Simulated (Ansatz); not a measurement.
A calculation on bcc Mo returned lattice constant a 3.138 Å, bulk modulus 292 GPa.

For reference: lattice constant a 3.141 Å (measured, static lattice: zero-point anharmonic expansion removed; as tabulated in Mejia-Rodriguez and Trickey (2018), arXiv:1807.09216); bulk modulus 265 GPa (measured, zero-point energy and finite temperature contributions removed, sources range from 265 to 278; as tabulated in doi:10.1021/acs.jctc.3c00612).

**Question.** Which level of theory produced these numbers?
(A) LDA (Ansatz, a quantum-chemistry and plane-wave program)
(B) BLYP (Ansatz)
(C) PBE0 (Ansatz)
(D) PBE (Ansatz)

**Answer.** C, PBE0 (Ansatz)

The others give: PBE 3.161 Å, 259 GPa; BLYP 3.202 Å, 234 GPa; LDA 3.111 Å, 293 GPa.

Unless a cell is named, each level is at its own relaxed cell (BLYP 16.41, LDA 15.06, PBE 15.79, PBE0 15.45 Å³/atom).

Ansatz's density-functional and Hartree–Fock values are scalar-relativistic unless marked +SOC, with PAW data made under PBE.
